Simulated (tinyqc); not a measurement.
Worked calculation (part 1 of 2): UHF in the sto-6g basis, for CH2, spin multiplicity 3. Computed by tinyqc, a small Python program that keeps every step (integrals from PySCF). Settings: charge = 0, multiplicity = 3, basis = sto-6g, energy threshold = 1e-10, iteration cap = 78, orthogonalisation = symmetric, start = highest core orbitals, DIIS depth = 8, method = UHF. Command: `OMP_NUM_THREADS=1 python tinyqc.py 29510 29511 out.jsonl` (the two numbers bound the seeds that draw the settings). One thread of a shared host (Intel(R) Xeon(R) Processor @ 2.60GHz), about 0.2 s of CPU time with the checks. Later iterations appear only in the table of the cycle.

## One-electron integrals

Geometry (angstrom):
```
atom       x        y       z
C     0.0000   0.0000  0.0000
H     0.0000   1.0570  0.7960
H     0.0000  -1.0570  0.7960
```

Basis sto-6g: exponents (1/bohr^2) and contraction coefficients of normalised primitives:
```
element  l (shell)  exponent  coefficient
C            s (1)  742.7370       0.0092
C            s (1)  136.1800       0.0494
C            s (1)   38.0983       0.1685
C            s (1)   13.0878       0.3706
C            s (1)    5.0824       0.4165
C            s (1)    2.0932       0.1303
C            s (2)   30.4972      -0.0133
C            s (2)    6.0362      -0.0470
C            s (2)    1.8760      -0.0338
C            s (2)    0.7218       0.2502
C            s (2)    0.3135       0.5951
C            s (2)    0.1437       0.2407
C            p (3)   30.4972       0.0038
C            p (3)    6.0362       0.0377
C            p (3)    1.8760       0.1739
C            p (3)    0.7218       0.4180
C            p (3)    0.3135       0.4259
C            p (3)    0.1437       0.1017
H            s (1)   35.5232       0.0092
H            s (1)    6.5131       0.0494
H            s (1)    1.8221       0.1685
H            s (1)    0.6260       0.3706
H            s (1)    0.2431       0.4165
H            s (1)    0.1001       0.1303
```

Overlap, kinetic and nuclear-attraction integrals over the contracted functions; the nuclear repulsion is the sum of Za Zb / Rab.

nuclear repulsion = 5.049379 hartree

overlap S, lower triangle:
```
         1C 1s   1C 2s  1C 2px   1C 2py  1C 2pz   2H 1s   3H 1s
1C 1s   1.0000
1C 2s   0.2432  1.0000
1C 2px  0.0000  0.0000  1.0000
1C 2py  0.0000  0.0000  0.0000   1.0000
1C 2pz  0.0000  0.0000  0.0000   0.0000  1.0000
2H 1s   0.0379  0.3667  0.0000   0.3037  0.2287  1.0000
3H 1s   0.0379  0.3667  0.0000  -0.3037  0.2287  0.0997  1.0000
```

kinetic energy T (hartree), lower triangle:
```
          1C 1s   1C 2s  1C 2px   1C 2py  1C 2pz    2H 1s   3H 1s
1C 1s   16.0686
1C 2s   -0.4928  0.4924
1C 2px   0.0000  0.0000  1.4792
1C 2py   0.0000  0.0000  0.0000   1.4792
1C 2pz   0.0000  0.0000  0.0000   0.0000  1.4792
2H 1s   -0.0093  0.0449  0.0000   0.1156  0.0871   0.7685
3H 1s   -0.0093  0.0449  0.0000  -0.1156  0.0871  -0.0121  0.7685
```

nuclear attraction V (hartree), lower triangle:
```
           1C 1s    1C 2s   1C 2px   1C 2py   1C 2pz    2H 1s    3H 1s
1C 1s   -34.8078
1C 2s    -3.8130  -5.9523
1C 2px    0.0000   0.0000  -5.8957
1C 2py    0.0000   0.0000   0.0000  -6.0037
1C 2pz   -0.0146  -0.1532   0.0000   0.0000  -5.9569
2H 1s    -0.6670  -1.7557   0.0000  -1.3377  -1.0379  -3.8694
3H 1s    -0.6670  -1.7557   0.0000   1.3377  -1.0379  -0.4125  -3.8694
```

core Hamiltonian H = T + V (hartree), lower triangle:
```
           1C 1s    1C 2s   1C 2px   1C 2py   1C 2pz    2H 1s    3H 1s
1C 1s   -18.7392
1C 2s    -4.3058  -5.4599
1C 2px    0.0000   0.0000  -4.4164
1C 2py    0.0000   0.0000   0.0000  -4.5244
1C 2pz   -0.0146  -0.1532   0.0000   0.0000  -4.4777
2H 1s    -0.6763  -1.7108   0.0000  -1.2220  -0.9508  -3.1009
3H 1s    -0.6763  -1.7108   0.0000   1.2220  -0.9508  -0.4246  -3.1009
```

## Two-electron integrals

Functions are numbered as in S; the eight-fold symmetry (ij|kl) = (ji|kl) = (kl|ij) leaves the list below.

Two-electron integrals (ij|kl) in chemists' order, unique and non-zero (hartree):
```
(11|11) 3.5437      (21|11) 0.5295      (21|21) 0.1003      (22|11) 0.8536
(22|21) 0.1999      (22|22) 0.6248      (31|31) 0.0213      (32|31) 0.0319
(32|32) 0.1381      (33|11) 0.8536      (33|21) 0.1999      (33|22) 0.6248
(33|33) 0.6732      (41|41) 0.0213      (42|41) 0.0319      (42|42) 0.1381
(43|43) 0.0363      (44|11) 0.8536      (44|21) 0.1999      (44|22) 0.6248
(44|33) 0.6007      (44|44) 0.6732      (51|51) 0.0213      (52|51) 0.0319
(52|52) 0.1381      (53|53) 0.0363      (54|54) 0.0363      (55|11) 0.8536
(55|21) 0.1999      (55|22) 0.6248      (55|33) 0.6007      (55|44) 0.6007
(55|55) 0.6732      (61|11) 0.0866      (61|21) 0.0158      (61|22) 0.0311
(61|33) 0.0309      (61|41) 0.0008      (61|42) 0.0016      (61|44) 0.0312
(61|51) 0.0006      (61|52) 0.0012      (61|54) 1.67e-04    (61|55) 0.0311
(61|61) 0.0026      (62|11) 0.2280      (62|21) 0.0543      (62|22) 0.1895
(62|33) 0.1848      (62|41) 0.0044      (62|42) 0.0306      (62|44) 0.1937
(62|51) 0.0033      (62|52) 0.0230      (62|54) 0.0067      (62|55) 0.1899
(62|61) 0.0089      (62|62) 0.0794      (63|31) 0.0055      (63|32) 0.0291
(63|43) 0.0058      (63|53) 0.0044      (63|63) 0.0091      (64|11) 0.1640
(64|21) 0.0396      (64|22) 0.1461      (64|33) 0.1389      (64|41) 0.0082
(64|42) 0.0505      (64|44) 0.1568      (64|51) 0.0020      (64|52) 0.0161
(64|54) 0.0091      (64|55) 0.1425      (64|61) 0.0067      (64|62) 0.0724
(64|64) 0.0740      (65|11) 0.1235      (65|21) 0.0298      (65|22) 0.1100
(65|33) 0.1046      (65|41) 0.0020      (65|42) 0.0161      (65|44) 0.1093
(65|51) 0.0071      (65|52) 0.0412      (65|54) 0.0094      (65|55) 0.1161
(65|61) 0.0051      (65|62) 0.0546      (65|64) 0.0489      (65|65) 0.0459
(66|11) 0.3963      (66|21) 0.0962      (66|22) 0.3823      (66|33) 0.3631
(66|41) 0.0090      (66|42) 0.0858      (66|44) 0.3999      (66|51) 0.0068
(66|52) 0.0646      (66|54) 0.0277      (66|55) 0.3840      (66|61) 0.0159
(66|62) 0.2113      (66|64) 0.2121      (66|65) 0.1598      (66|66) 0.7750
(71|11) 0.0866      (71|21) 0.0158      (71|22) 0.0311      (71|33) 0.0309
(71|41) -0.0008     (71|42) -0.0016     (71|44) 0.0312      (71|51) 0.0006
(71|52) 0.0012      (71|54) -1.67e-04   (71|55) 0.0311      (71|61) 0.0025
(71|62) 0.0083      (71|64) 0.0058      (71|65) 0.0048      (71|66) 0.0147
(71|71) 0.0026      (72|11) 0.2280      (72|21) 0.0543      (72|22) 0.1895
(72|33) 0.1848      (72|41) -0.0044     (72|42) -0.0306     (72|44) 0.1937
(72|51) 0.0033      (72|52) 0.0230      (72|54) -0.0067     (72|55) 0.1899
(72|61) 0.0083      (72|62) 0.0561      (72|64) 0.0372      (72|65) 0.0376
(72|66) 0.1155      (72|71) 0.0089      (72|72) 0.0794      (73|31) 0.0055
(73|32) 0.0291      (73|43) -0.0058     (73|53) 0.0044      (73|63) 0.0060
(73|73) 0.0091      (74|11) -0.1640     (74|21) -0.0396     (74|22) -0.1461
(74|33) -0.1389     (74|41) 0.0082      (74|42) 0.0505      (74|44) -0.1568
(74|51) -0.0020     (74|52) -0.0161     (74|54) 0.0091      (74|55) -0.1425
(74|61) -0.0058     (74|62) -0.0372     (74|64) -0.0197     (74|65) -0.0245
(74|66) -0.0724     (74|71) -0.0067     (74|72) -0.0724     (74|74) 0.0740
(75|11) 0.1235      (75|21) 0.0298      (75|22) 0.1100      (75|33) 0.1046
(75|41) -0.0020     (75|42) -0.0161     (75|44) 0.1093      (75|51) 0.0071
(75|52) 0.0412      (75|54) -0.0094     (75|55) 0.1161      (75|61) 0.0048
(75|62) 0.0376      (75|64) 0.0245      (75|65) 0.0307      (75|66) 0.0817
(75|71) 0.0051      (75|72) 0.0546      (75|74) -0.0489     (75|75) 0.0459
(76|11) 0.0512      (76|21) 0.0123      (76|22) 0.0453      (76|33) 0.0439
(76|44) 0.0450      (76|51) 0.0012      (76|52) 0.0091      (76|55) 0.0469
(76|61) 0.0020      (76|62) 0.0175      (76|64) 0.0139      (76|65) 0.0132
(76|66) 0.0450      (76|71) 0.0020      (76|72) 0.0175      (76|74) -0.0139
(76|75) 0.0132      (76|76) 0.0049      (77|11) 0.3963      (77|21) 0.0962
(77|22) 0.3823      (77|33) 0.3631      (77|41) -0.0090     (77|42) -0.0858
(77|44) 0.3999      (77|51) 0.0068      (77|52) 0.0646      (77|54) -0.0277
(77|55) 0.3840      (77|61) 0.0147      (77|62) 0.1155      (77|64) 0.0724
(77|65) 0.0817      (77|66) 0.2497      (77|71) 0.0159      (77|72) 0.2113
(77|74) -0.2121     (77|75) 0.1598      (77|76) 0.0450      (77|77) 0.7750
```

## Orthogonalisation

S = U s U^T; symmetric (Loewdin) form X = U s^(-1/2) U^T, so that X^T S X = 1.

eigenvalues of S: 0.4117  0.5177  0.8665  1.0000  1.1109  1.3825  1.7106

X, lower triangle:
```
          1C 1s    1C 2s  1C 2px   1C 2py   1C 2pz    2H 1s   3H 1s
1C 1s    1.0250
1C 2s   -0.1405   1.1556
1C 2px   0.0000   0.0000  1.0000
1C 2py   0.0000   0.0000  0.0000   1.0890
1C 2pz  -0.0086   0.0806  0.0000   0.0000   1.0490
2H 1s    0.0200  -0.2260  0.0000  -0.1894  -0.1381   1.1339
3H 1s    0.0200  -0.2260  0.0000   0.1894  -0.1381  -0.0173  1.1339
```

## Starting guess

The start is the highest orbitals of the core Hamiltonian (a deliberately bad start); D(s) = C_occ C_occ^T for each spin.

D(alpha) at the start, lower triangle:
```
          1C 1s    1C 2s  1C 2px   1C 2py   1C 2pz    2H 1s   3H 1s
1C 1s    0.0122
1C 2s   -0.0661   0.4115
1C 2px   0.0000   0.0000  1.0000
1C 2py   0.0000   0.0000  0.0000   1.2577
1C 2pz   0.0770  -0.2689  0.0000   0.0000   0.8978
2H 1s    0.0374  -0.3748  0.0000  -0.4243  -0.2435   1.3703
3H 1s    0.0374  -0.3748  0.0000   0.4243  -0.2435  -0.0267  1.3703
```

D(beta) at the start, lower triangle:
```
          1C 1s    1C 2s  1C 2px   1C 2py   1C 2pz    2H 1s   3H 1s
1C 1s    0.0122
1C 2s   -0.0661   0.4115
1C 2px   0.0000   0.0000  0.0000
1C 2py   0.0000   0.0000  0.0000   0.1274
1C 2pz   0.0770  -0.2689  0.0000   0.0000   0.8978
2H 1s    0.0374  -0.3748  0.0000  -0.2952  -0.2435   1.3556
3H 1s    0.0374  -0.3748  0.0000   0.2952  -0.2435  -0.0120  1.3556
```

## Iteration 1: building the Fock matrix

J_ij = sum D_kl (ij|kl) with D = D(alpha) + D(beta), K_ij = sum D_kl (ik|jl) for each spin; F = H + J - K(s); E = tr D H + tr D J / 2 - 0.5 sum_s tr D(s) K(s) + E_nn.

Coulomb J (hartree), lower triangle:
```
          1C 1s   1C 2s  1C 2px   1C 2py  1C 2pz   2H 1s   3H 1s
1C 1s    5.0041
1C 2s    1.1802  3.9818
1C 2px   0.0000  0.0000  3.8935
1C 2py   0.0000  0.0000  0.0000   4.0347
1C 2pz  -0.0202  0.0172  0.0000   0.0000  4.0172
2H 1s    0.1829  1.3587  0.0000   1.1150  0.8483  3.4979
3H 1s    0.1829  1.3587  0.0000  -1.1150  0.8483  0.3434  3.4979
```

exchange K(alpha) (hartree), lower triangle:
```
          1C 1s    1C 2s  1C 2px   1C 2py  1C 2pz   2H 1s   3H 1s
1C 1s    0.0758
1C 2s    0.0970   0.5318
1C 2px   0.0000   0.0000  0.7719
1C 2py   0.0000   0.0000  0.0000   0.8227
1C 2pz  -0.0158  -0.2690  0.0000   0.0000  0.6736
2H 1s    0.0155   0.1807  0.0000   0.2429  0.0973  0.7900
3H 1s    0.0155   0.1807  0.0000  -0.2429  0.0973  0.0328  0.7900
```

exchange K(beta) (hartree), lower triangle:
```
          1C 1s    1C 2s  1C 2px   1C 2py  1C 2pz   2H 1s   3H 1s
1C 1s    0.0309
1C 2s    0.0306   0.2527
1C 2px   0.0000   0.0000  0.0606
1C 2py   0.0000   0.0000  0.0000   0.1037
1C 2pz  -0.0152  -0.2636  0.0000   0.0000  0.6007
2H 1s    0.0019   0.1087  0.0000   0.1140  0.0882  0.7383
3H 1s    0.0019   0.1087  0.0000  -0.1140  0.0882  0.0364  0.7383
```

F(alpha) (hartree), lower triangle:
```
           1C 1s    1C 2s   1C 2px   1C 2py   1C 2pz    2H 1s    3H 1s
1C 1s   -13.8109
1C 2s    -3.2225  -2.0099
1C 2px    0.0000   0.0000  -1.2949
1C 2py    0.0000   0.0000   0.0000  -1.3124
1C 2pz   -0.0190   0.1330   0.0000   0.0000  -1.1341
2H 1s    -0.5088  -0.5328   0.0000  -0.3500  -0.1998  -0.3930
3H 1s    -0.5088  -0.5328   0.0000   0.3500  -0.1998  -0.1140  -0.3930
```

F(beta) (hartree), lower triangle:
```
           1C 1s    1C 2s   1C 2px   1C 2py   1C 2pz    2H 1s    3H 1s
1C 1s   -13.7660
1C 2s    -3.1562  -1.7308
1C 2px    0.0000   0.0000  -0.5836
1C 2py    0.0000   0.0000   0.0000  -0.5935
1C 2pz   -0.0196   0.1276   0.0000   0.0000  -1.0612
2H 1s    -0.4952  -0.4608   0.0000  -0.2210  -0.1907  -0.3413
3H 1s    -0.4952  -0.4608   0.0000   0.2210  -0.1907  -0.1176  -0.3413
```

total energy of this density = -12.220709 hartree

## Iteration 1: diagonalisation and new density

Diagonalise F' = X^T F X, C = X C', fill 5 alpha and 3 beta electrons from the bottom; D(s) = C_occ C_occ^T. Each column has its largest component positive (the first on a tie).

F' = X^T F X (alpha) (hartree), lower triangle:
```
          1        2        3        4        5        6        7
1  -13.6557
2   -1.3858  -1.4377
3    0.0000   0.0000  -1.2949
4    0.0000   0.0000   0.0000  -1.2878
5   -0.0400   0.1690   0.0000   0.0000  -1.1171
6   -0.0894  -0.1844   0.0000  -0.1323  -0.0786  -0.1799
7   -0.0894  -0.1844   0.0000   0.1323  -0.0786  -0.0212  -0.1799
```

orbital energies (alpha) (hartree): MO1 -13.8127, MO2 -1.4113, MO3 -1.3180, MO4 -1.2949, MO5 -1.0627, MO6 -0.1284, MO7 -0.1249

coefficients C (alpha):
```
            MO1      MO2      MO3     MO4      MO5      MO6      MO7
1C 1s    1.0031  -0.2154   0.0000  0.0000  -0.1132   0.0000   0.0750
1C 2s   -0.0143   0.9396   0.0000  0.0000   0.4914   0.0000  -0.5823
1C 2px   0.0000   0.0000   0.0000  1.0000   0.0000   0.0000   0.0000
1C 2py   0.0000   0.0000   1.0324  0.0000   0.0000  -0.4380   0.0000
1C 2pz   0.0001  -0.4406   0.0000  0.0000   0.9061   0.0000  -0.3605
2H 1s    0.0034  -0.0284  -0.0572  0.0000  -0.0331   0.8338   0.8319
3H 1s    0.0034  -0.0284   0.0572  0.0000  -0.0331  -0.8338   0.8319
```

F' = X^T F X (beta) (hartree), lower triangle:
```
          1        2        3        4        5        6        7
1  -13.6218
2   -1.3565  -1.1554
3    0.0000   0.0000  -0.5836
4    0.0000   0.0000   0.0000  -0.5375
5   -0.0392   0.1668   0.0000   0.0000  -1.0426
6   -0.0906  -0.1665   0.0000  -0.1217  -0.0784  -0.1675
7   -0.0906  -0.1665   0.0000   0.1217  -0.0784  -0.0212  -0.1675
```

orbital energies (beta) (hartree): MO1 -13.7695, MO2 -1.2020, MO3 -0.9296, MO4 -0.6025, MO5 -0.5836, MO6 -0.1075, MO7 -0.0813

coefficients C (beta):
```
            MO1      MO2      MO3      MO4     MO5      MO6      MO7
1C 1s    1.0042  -0.1681  -0.1656   0.0000  0.0000   0.0833   0.0000
1C 2s   -0.0194   0.7432   0.7234   0.0000  0.0000  -0.6226   0.0000
1C 2px   0.0000   0.0000   0.0000   0.0000  1.0000   0.0000   0.0000
1C 2py   0.0000   0.0000   0.0000   0.9243  0.0000   0.0000  -0.6351
1C 2pz  -0.0003  -0.6938   0.7232   0.0000  0.0000  -0.3753   0.0000
2H 1s    0.0043  -0.0027  -0.0093   0.1102  0.0000   0.8330   0.8285
3H 1s    0.0043  -0.0027  -0.0093  -0.1102  0.0000   0.8330  -0.8285
```

D(alpha) after iteration 1, lower triangle:
```
          1C 1s    1C 2s  1C 2px   1C 2py   1C 2pz    2H 1s   3H 1s
1C 1s    1.0655
1C 2s   -0.2723   1.1246
1C 2px   0.0000   0.0000  1.0000
1C 2py   0.0000   0.0000  0.0000   1.0659
1C 2pz  -0.0076   0.0313  0.0000   0.0000   1.0152
2H 1s    0.0133  -0.0430  0.0000  -0.0591  -0.0175   0.0052
3H 1s    0.0133  -0.0430  0.0000   0.0591  -0.0175  -0.0014  0.0052
```

D(beta) after iteration 1, lower triangle:
```
          1C 1s    1C 2s  1C 2px  1C 2py   1C 2pz   2H 1s   3H 1s
1C 1s    1.0642
1C 2s   -0.2642   1.0761
1C 2px   0.0000   0.0000  0.0000
1C 2py   0.0000   0.0000  0.0000  0.0000
1C 2pz  -0.0034   0.0076  0.0000  0.0000   1.0044
2H 1s    0.0063  -0.0088  0.0000  0.0000  -0.0048  0.0001
3H 1s    0.0063  -0.0088  0.0000  0.0000  -0.0048  0.0001  0.0001
```

## Iteration 2: building the Fock matrix

As before.

Coulomb J (hartree), lower triangle:
```
          1C 1s    1C 2s  1C 2px   1C 2py  1C 2pz   2H 1s   3H 1s
1C 1s   12.2586
1C 2s    2.2557   5.4540
1C 2px   0.0000   0.0000  5.4307
1C 2py   0.0000   0.0000  0.0000   5.4294
1C 2pz   0.0003  -0.0015  0.0000   0.0000  5.5020
2H 1s    0.3595   1.5919  0.0000   1.1998  0.9119  3.0803
3H 1s    0.3595   1.5919  0.0000  -1.1998  0.9119  0.3751  3.0803
```

exchange K(alpha) (hartree), lower triangle:
```
          1C 1s   1C 2s  1C 2px   1C 2py  1C 2pz   2H 1s   3H 1s
1C 1s    3.6675
1C 2s    0.6257  1.0883
1C 2px   0.0000  0.0000  0.9030
1C 2py   0.0000  0.0000  0.0000   0.9062
1C 2pz  -0.0003  0.0012  0.0000   0.0000  0.9024
2H 1s    0.1083  0.3038  0.0000   0.1855  0.1461  0.1802
3H 1s    0.1083  0.3038  0.0000  -0.1855  0.1461  0.0724  0.1802
```

exchange K(beta) (hartree), lower triangle:
```
          1C 1s   1C 2s  1C 2px   1C 2py  1C 2pz   2H 1s   3H 1s
1C 1s    3.6224
1C 2s    0.5601  0.8065
1C 2px   0.0000  0.0000  0.1899
1C 2py   0.0000  0.0000  0.0000   0.1891
1C 2pz  -0.0005  0.0009  0.0000   0.0000  0.8271
2H 1s    0.0948  0.2356  0.0000   0.0406  0.1387  0.1249
3H 1s    0.0948  0.2356  0.0000  -0.0406  0.1387  0.0870  0.1249
```

F(alpha) (hartree), lower triangle:
```
           1C 1s    1C 2s  1C 2px   1C 2py   1C 2pz    2H 1s    3H 1s
1C 1s   -10.1480
1C 2s    -2.6758  -1.0943
1C 2px    0.0000   0.0000  0.1112
1C 2py    0.0000   0.0000  0.0000  -0.0013
1C 2pz   -0.0140  -0.1559  0.0000   0.0000   0.1219
2H 1s    -0.4251  -0.4227  0.0000  -0.2078  -0.1850  -0.2008
3H 1s    -0.4251  -0.4227  0.0000   0.2078  -0.1850  -0.1219  -0.2008
```

F(beta) (hartree), lower triangle:
```
           1C 1s    1C 2s  1C 2px   1C 2py   1C 2pz    2H 1s    3H 1s
1C 1s   -10.1029
1C 2s    -2.6102  -0.8124
1C 2px    0.0000   0.0000  0.8243
1C 2py    0.0000   0.0000  0.0000   0.7158
1C 2pz   -0.0137  -0.1555  0.0000   0.0000   0.1972
2H 1s    -0.4116  -0.3545  0.0000  -0.0628  -0.1776  -0.1455
3H 1s    -0.4116  -0.3545  0.0000   0.0628  -0.1776  -0.1365  -0.1455
```

total energy of this density = -37.576163 hartree

## Iteration 2: DIIS over 2 matrices

error matrix X^T (FDS - SDF) X (alpha):
```
         1        2       3        4        5        6        7
1   0.0000   0.0250  0.0000   0.0000   0.0147  -0.0864  -0.0864
2  -0.0250   0.0000  0.0000   0.0000   0.0252   0.1705   0.1705
3   0.0000   0.0000  0.0000   0.0000   0.0000   0.0000   0.0000
4   0.0000   0.0000  0.0000   0.0000   0.0000   0.2546  -0.2546
5  -0.0147  -0.0252  0.0000   0.0000   0.0000   0.1870   0.1870
6   0.0864  -0.1705  0.0000  -0.2546  -0.1870   0.0000   0.0000
7   0.0864  -0.1705  0.0000   0.2546  -0.1870   0.0000   0.0000
```

B (overlaps of the stored error matrices):
```
                1               2
1   1.8648023e-01  -1.9253191e-01
2  -1.9253191e-01   8.7917009e-01
```

Minimise |sum c_i e_i|^2 with sum c_i = 1: solve [B -1; -1 0][c; lambda] = [0; -1] with B_ij = tr e_i^T e_j summed over both spins, and take F = sum c_i F_i.

DIIS coefficients: 0.7387  0.2613

extrapolated F(alpha) (hartree), lower triangle:
```
           1C 1s    1C 2s   1C 2px   1C 2py   1C 2pz    2H 1s    3H 1s
1C 1s   -12.8539
1C 2s    -3.0797  -1.7707
1C 2px    0.0000   0.0000  -0.9275
1C 2py    0.0000   0.0000   0.0000  -0.9699
1C 2pz   -0.0177   0.0576   0.0000   0.0000  -0.8059
2H 1s    -0.4869  -0.5040   0.0000  -0.3128  -0.1960  -0.3428
3H 1s    -0.4869  -0.5040   0.0000   0.3128  -0.1960  -0.1161  -0.3428
```

extrapolated F(beta) (hartree), lower triangle:
```
           1C 1s    1C 2s   1C 2px   1C 2py   1C 2pz    2H 1s    3H 1s
1C 1s   -12.8090
1C 2s    -3.0135  -1.4909
1C 2px    0.0000   0.0000  -0.2157
1C 2py    0.0000   0.0000   0.0000  -0.2514
1C 2pz   -0.0180   0.0537   0.0000   0.0000  -0.7324
2H 1s    -0.4733  -0.4330   0.0000  -0.1797  -0.1873  -0.2901
3H 1s    -0.4733  -0.4330   0.0000   0.1797  -0.1873  -0.1225  -0.2901
```
